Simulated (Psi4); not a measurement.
# CH6BN (SMILES CBN) at 3 levels

We compute a comparison of 3 runs (HF/cc-pVDZ, MP2/cc-pVDZ, CCSD/cc-pVDZ) of CH6BN. 

Program for the calculation: Psi4 1.11.

1 further run of the same task is left out (set aside as unsound or not needed).

## Step 1: The system as given

The species is CH6BN (9 atoms), meant as a singlet with charge 0. SMILES: `CBN`. The C1–H5 distance was set to 2.410 Å, away from the relaxed value. At this shape a bond of the SMILES string is far longer than usual.

Bond lengths: C1–B2 1.568 Å, B2–N3 1.392 Å, C1–H4 1.096 Å, C1–H6 1.094 Å, B2–H7 1.202 Å, N3–H8 1.005 Å, N3–H9 1.007 Å. Angles: C1–B2–N3 122.0°, C1–B2–H7 121.0°, N3–B2–H7 117.0°, B2–C1–H4 110.3°, B2–C1–H6 114.3°, B2–N3–H8 123.2°, B2–N3–H9 123.1°, H4–C1–H6 108.0°, H8–N3–H9 113.7°.

## Step 2: Energy and forces at HF/cc-pVDZ (run 1)

Contents of calc.dat:

```
memory 2.2 GB

molecule {
  0 1
  C     -2.25661078    -0.68732174    -0.29006162
  B     -0.13123581    -2.65377074     0.34129588
  N      0.12085365    -3.71182840     2.73538990
  H     -3.44071317    -1.38066225    -1.84020396
  H     -0.42443249     3.19779455    -1.80336564
  H     -3.49362550    -0.23151980     1.30222161
  H      1.36051399    -3.31498591    -1.23964900
  H      1.46898427    -4.97454340     3.17796376
  H     -1.03112339    -3.28399441     4.18764443
  units au
  symmetry c1
}

set puream true
set e_convergence 1e-09
set d_convergence 1e-08
set scf_type pk

e_tot, wfn = gradient('hf/cc-pVDZ', return_wfn=True)
oeprop(wfn, 'MAYER_INDICES', 'DIPOLE', 'MULLIKEN_CHARGES')
print_variables()
```

Run with:

```bash
psi4 calc.dat calc.out -n 1
```

calc.out:

```text
[...]
  Running in c1 symmetry.
[...]
  Nuclear repulsion =   65.389233068188517
[...]
  Multiplicity = 1
[...]
  Nalpha       = 12
  Nbeta        = 12
[...]
    Number of basis functions: 72
[...]
   @RHF iter   1:  -120.07073759608863   -7.88126e-01   7.83464e-03 ADIIS/DIIS
[...]
   @RHF iter  12:  -120.35312311942896   -1.75078e-11   8.40785e-09 DIIS
[...]
    Orbital Energies [Eh]
    ---------------------
    Doubly Occupied:
       1A    -15.571170     2A    -11.294418     3A     -7.605618
       4A     -1.172392     5A     -0.935274     6A     -0.713324
       7A     -0.690993     8A     -0.597423     9A     -0.548601
      10A     -0.473423    11A     -0.449138    12A     -0.319679
[...]
  @RHF Final Energy:  -120.35312311942896
   => Energetics <=
    Nuclear Repulsion Energy =             65.3892330681885170
    One-Electron Energy =                -290.7418028362662312
    Two-Electron Energy =                 104.9994466486487710
    Total Energy =                       -120.3531231194289575
[...]
  -Total Gradient:
     Atom            X                  Y                   Z
    ------   -----------------  -----------------  -----------------
       1        0.007245724731    -0.009434780224     0.005280634226
       2       -0.028276525628    -0.006140907247     0.003264585879
       3        0.006644699774    -0.000491897662    -0.007466961443
       4       -0.006872528691    -0.017907837485     0.007280237262
       5        0.025299039633     0.054301612316    -0.021517764789
       6       -0.006672360227    -0.018477371763     0.005058883184
       7        0.002742006405     0.000453900854     0.001237795407
       8        0.005548084100    -0.003571079914     0.003010178974
       9       -0.005658140098     0.001268361125     0.003852411300
[...]
 Multipole Moments:
 ------------------------------------------------------------------------------------
     Multipole            Electronic (a.u.)      Nuclear  (a.u.)        Total (a.u.)
 ------------------------------------------------------------------------------------
 L = 1.  Multiply by 2.5417464519 to convert [e a0] to [Debye]
 Dipole X            :          0.4515759           -0.8315463           -0.3799704
 Dipole Y            :         -3.1913848            2.0988323           -1.0925525
 Dipole Z            :          1.6921633           -0.7311519            0.9610115
 Magnitude           :                                                    1.5038589
[...]
```

It took 23 s on 1 thread of Intel Xeon at 2.50GHz (Skylake/Cascade Lake), shared host; peak memory 0.25 GiB.

## Step 3: A single-point energy at MP2/cc-pVDZ (run 2)

Contents of run_ase.py:

```python
import numpy as np
from ase.calculators.psi4 import Psi4
from ase import Atoms

mol = Atoms(['C', 'B', 'N', 'H', 'H', 'H', 'H', 'H', 'H'], positions=[
    [-1.194147, -0.363715, -0.153494],
    [-0.069447, -1.404315, 0.180606],
    [0.063953, -1.964215, 1.447506],
    [-1.820747, -0.730615, -0.973794],
    [-0.224600, 1.692200, -0.954300],
    [-1.848747, -0.122515, 0.689106],
    [0.719953, -1.754215, -0.655994],
    [0.777353, -2.632415, 1.681706],
    [-0.545647, -1.737815, 2.216006],
])
calc = Psi4(atoms=mol, method='mp2', basis='cc-pVDZ', memory='2200MB', num_threads=1, charge=0, multiplicity=1, label='psi4-calc')
calc.psi4.set_options({'puream': True, 'e_convergence': 1e-09, 'd_convergence': 1e-08, 'scf_type': 'pk', 'num_frozen_docc': 3, 'mp2_type': 'conv'})
mol.calc = calc

print(f'energy: {mol.get_potential_energy():.6f} eV')
```

Run with:

```bash
python run_ase.py
```

psi4-calc.dat:

```text
[...]
  Running in c1 symmetry.
[...]
  Nuclear repulsion =   65.389232965595909
[...]
  Multiplicity = 1
[...]
  Nalpha       = 12
  Nbeta        = 12
[...]
    Number of basis functions: 72
[...]
   @RHF iter   1:  -120.07073759789913   -7.88126e-01   7.83464e-03 ADIIS/DIIS
[...]
   @RHF iter  12:  -120.35312311932498   -1.75646e-11   8.40785e-09 DIIS
[...]
    Orbital Energies [Eh]
    ---------------------
    Doubly Occupied:
       1A    -15.571170     2A    -11.294418     3A     -7.605618
       4A     -1.172392     5A     -0.935274     6A     -0.713324
       7A     -0.690993     8A     -0.597423     9A     -0.548601
      10A     -0.473423    11A     -0.449138    12A     -0.319679
[...]
  @RHF Final Energy:  -120.35312311932498
   => Energetics <=
    Nuclear Repulsion Energy =             65.3892329655959088
    One-Electron Energy =                -290.7418026368135315
    Two-Electron Energy =                 104.9994465518926461
    Total Energy =                       -120.3531231193249766
[...]
 Multipole Moments:
 ------------------------------------------------------------------------------------
     Multipole            Electronic (a.u.)      Nuclear  (a.u.)        Total (a.u.)
 ------------------------------------------------------------------------------------
 L = 1.  Multiply by 2.5417464519 to convert [e a0] to [Debye]
 Dipole X            :          0.4515759           -0.8315463           -0.3799704
 Dipole Y            :         -3.1913848            2.0988323           -1.0925525
 Dipole Z            :          1.6921633           -0.7311519            0.9610115
 Magnitude           :                                                    1.5038589
[...]
	SCS-MP2 Total Energy (a.u.)        :  -120.78435708442304
	SOS-MP2 Total Energy (a.u.)        :  -120.75422447880830
	SCSN-MP2 Total Energy (a.u.)       :  -120.51222327697084
[...]
	SOS-PI-MP2 Total Energy (a.u.)     :  -120.82107470538885
[...]
	MP2 Total Energy (a.u.)            :  -120.77777206907200
[...]
```

The script printed:

```text
energy: -3286.530579 eV
```

Wall time 14 s (1 thread of Intel Xeon at 2.50GHz (Skylake/Cascade Lake), shared host); peak memory 0.31 GiB.

## Step 4: A single-point energy at CCSD/cc-pVDZ (run 3)

Contents of job.in:

```
memory 2200 mb

molecule {
  0 1
  C     -1.194147    -0.363715    -0.153494
  B     -0.069447    -1.404315     0.180606
  N      0.063953    -1.964215     1.447506
  H     -1.820747    -0.730615    -0.973794
  H     -0.224600     1.692200    -0.954300
  H     -1.848747    -0.122515     0.689106
  H      0.719953    -1.754215    -0.655994
  H      0.777353    -2.632415     1.681706
  H     -0.545647    -1.737815     2.216006
  symmetry c1
}

set globals {
  basis cc-pVDZ
  puream true
  e_convergence 1e-09
  d_convergence 1e-08
  scf_type pk
  num_frozen_docc 3
}

energy('ccsd')
```

Run with:

```bash
psi4 -i job.in -o job.out -n 1
```

job.out:

```text
[...]
  Running in c1 symmetry.
[...]
  Nuclear repulsion =   65.389232965595909
[...]
  Multiplicity = 1
[...]
  Nalpha       = 12
  Nbeta        = 12
[...]
    Number of basis functions: 72
[...]
   @RHF iter   1:  -120.07073759789907   -7.88126e-01   7.83464e-03 DIIS/ADIIS
[...]
   @RHF iter  12:  -120.35312311932506   -1.75078e-11   8.40785e-09 DIIS
[...]
    Orbital Energies [Eh]
    ---------------------
    Doubly Occupied:
       1A    -15.571170     2A    -11.294418     3A     -7.605618
       4A     -1.172392     5A     -0.935274     6A     -0.713324
       7A     -0.690993     8A     -0.597423     9A     -0.548601
      10A     -0.473423    11A     -0.449138    12A     -0.319679
[...]
  @RHF Final Energy:  -120.35312311932506
   => Energetics <=
    Nuclear Repulsion Energy =             65.3892329655959088
    One-Electron Energy =                -290.7418026368138726
    Two-Electron Energy =                 104.9994465518929019
    Total Energy =                       -120.3531231193250619
[...]
 Multipole Moments:
 ------------------------------------------------------------------------------------
     Multipole            Electronic (a.u.)      Nuclear  (a.u.)        Total (a.u.)
 ------------------------------------------------------------------------------------
 L = 1.  Multiply by 2.5417464519 to convert [e a0] to [Debye]
 Dipole X            :          0.4515759           -0.8315463           -0.3799704
 Dipole Y            :         -3.1913848            2.0988323           -1.0925525
 Dipole Z            :          1.6921633           -0.7311519            0.9610115
 Magnitude           :                                                    1.5038589
[...]
      * MP2 total energy                      = -120.777772069073237
[...]
      * CCSD total energy                     = -120.839257878737897
[...]
```

It took 2.2 min on 1 thread of Intel Xeon at 2.50GHz (Skylake/Cascade Lake), shared host; peak memory 0.41 GiB.

## Step 5: The series

| run | level | task | frozen core orbitals | energy (Eh) | HOMO energy (eV) | LUMO energy (eV) | HOMO–LUMO gap (eV) | wall time |
| --- | --- | --- | --- | --- | --- | --- | --- | --- |
| 1 | HF/cc-pVDZ | gradient | 0 | -120.353123 | -8.70 | 0.44 | 9.14 | 23 s |
| 2 | MP2/cc-pVDZ | energy | 3 | -120.777772 | -8.70 | 0.44 | 9.14 | 14 s |
| 3 | CCSD/cc-pVDZ | energy | 3 | -120.839258 | -8.70 | 0.44 | 9.14 | 2.2 min |

## Step 6: Outcome

| quantity | value |
| --- | --- |
| run 3: total energy | -120.83926 Eh |
| run 3: HOMO energy (Hartree–Fock orbitals) | -8.70 eV |
| run 3: LUMO energy (Hartree–Fock orbitals) | 0.44 eV |
| run 3: HOMO–LUMO gap (Hartree–Fock orbitals) | 9.14 eV |
| run 3: correlation energy (3 core orbitals frozen) | -486.1 mEh |
| run 3: T1 diagnostic | 0.032 |

In words: Below the HF energy at the same shape and in the same basis (cc-pVDZ): MP2 -424.6 mEh; CCSD -486.1 mEh. In run 3 the T1 diagnostic is large, so a single reference may not serve. All runs together took 2.8 min, the longest 2.2 min.
